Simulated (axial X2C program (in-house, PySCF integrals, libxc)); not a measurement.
Spectroscopic constants of MgSi⁻

Calculated with an axial X2C code built on PySCF integrals. Spin-free means the one-electron spin-free X2C Hamiltonian; two-component (2c) means X2C with spin–orbit coupling and atomic mean-field two-electron Coulomb and Gaunt terms, so the difference of the two also holds small scalar two-electron terms. Basis: Si dyall-av3z [9s8p3d2f], Mg dyall-av3z [10s9p6d4f] (cores contracted in-house); Gaussian nuclei, density fitting, unrestricted open shells. Masses: Si 27.977 u, Mg 23.985 u.

The run was started with this input:
```json
{"zs": [14, 12], "q": -1, "bas": ["dyall-av3z", "dyall-av3z"], "levels": ["PBE0", "HF", "BHandHLYP"], "cc": true, "r0": 2.55, "thr": -2.0, "nmax": 90, "npts": 10, "nst": 2, "ntry": 6}
```
```bash
python so2c.py task.json out
```

Keys: zs atomic numbers; q charge; bas basis sets; levels methods; cc coupled cluster on or off; r0 starting distance in Å; thr threshold in hartree for freezing inner shells (an s shell follows its p shell); nmax most natural virtual spinors; npts points on the curve; nst determinants followed; ntry starts of the search. HF also brings MP2.

State, spin-free: M_S = 3/2, Λ = 0 (beyond evenly filled blocks: σα, π+α, π-α); electrons by block: σα: 9, σβ: 8, π+α: 3, π+β: 2, π-α: 3, π-β: 2. Fragments: Si- + Mg.

State, 2c: Ω = 3/2 (⟨Sz⟩ = 1.50, ⟨Lz⟩ = 0.00 at HF); electrons by block: 1/2: 11, -1/2: 11, 3/2: 3, -3/2: 2. Fragments: Si- + Mg.

| Hamiltonian | level | Re (Å) | ωe (cm⁻¹) | ωexe (cm⁻¹) | αe (cm⁻¹) | De (eV) | D0 (eV) | μ (D) |
| --- | --- | --- | --- | --- | --- | --- | --- | --- |
| spin-free | PBE0 | 2.675 | 249.6 | 2.52 | 0.00218 | 1.03 | 1.02 | -0.62 |
| spin-free | HF | 2.874 | 182.2 | 2.15 | 0.00226 | 0.576 | 0.564 | -1.15 |
| spin-free | MP2 | 2.721 | 225.4 | 2.24 | 0.00221 | 0.862 | 0.848 | n/a |
| spin-free | CCSD | 2.736 | 223.8 | 2.4 | 0.0023 | 0.854 | 0.840 | n/a |
| spin-free | CCSD(T) | 2.708 | 236.7 | 2.48 | 0.00226 | 0.937 | 0.923 | n/a |
| spin-free | BHandHLYP | 2.707 | 229.8 | 2.65 | 0.00239 | 0.820 | 0.806 | -0.51 |
| 2c | HF | 2.874 | 182.2 | 2.15 | 0.00226 | 0.575 | 0.564 | -1.15 |
| 2c | MP2 | 2.722 | 223.6 | 2.01 | 0.00222 | 0.861 | 0.847 | n/a |
| 2c | CCSD | 2.737 | 223.3 | 2.36 | 0.00231 | 0.853 | 0.840 | n/a |
| 2c | CCSD(T) | 2.709 | 236.3 | 2.46 | 0.00227 | 0.937 | 0.922 | n/a |
| 2c | BHandHLYP | 2.707 | 229.7 | 2.65 | 0.00239 | 0.820 | 0.806 | -0.51 |

Correlated methods: 7 electrons correlated (number of frozen shells: Si 2 s, 1 p; Mg 2 s, 1 p), 277 virtual spin orbitals or spinors in MP2, 90 natural virtuals in coupled cluster.

Dipoles are positive if Mg is the positive end and refer to the centre of mass.

The state is a single determinant with fixed occupations, the lowest that a limited PBE0 search found. Dissociation energies refer to the lowest single-determinant-based atoms at the same level and basis. Density functionals use the spin component along the axis (collinear). Coupled cluster ran in a truncated set of natural virtual spinors; the MP2 energy of the rest was added. (T) has no such correction and the atoms are truncated less, which lowers De at CCSD(T) by a hundredth of an eV or more. PBE0 can misorder states that lie within some tenths of an eV, so this need not be the ground state of the molecule. The nearest other spin-free determinant of the search, M_S = 1/2, Λ = 0, lies 0.21 eV up at the distance of the search. The functionals have no current-density term, which raises determinants with orbital currents, atoms included. With several unpaired electrons one determinant need not be a pure state. The highest occupied level of some functionals is positive through self-interaction error; at Hartree–Fock it is bound. This is the top spin component of a Σ state; components of lower Ω are not single determinants and can lie lower. Hartree–Fock gets electron affinities wrong, so its lowest charge split need not be the true one.

No reliable constants came from PBE0 (2c): no minimum in range, unconverged points, a curve that is not smooth, a change of character along it, or the two Hamiltonians disagreeing along it.

Rough cost a point (2c) on 1 thread(s) of a shared host, integrals apart: HF 0.5 s, CCSD(T) 5 s, BHandHLYP 0.6 s.

The whole task took 2.3 min on 1 thread of Intel(R) Xeon(R) Platinum 8488C (Sapphire Rapids), on a shared host.
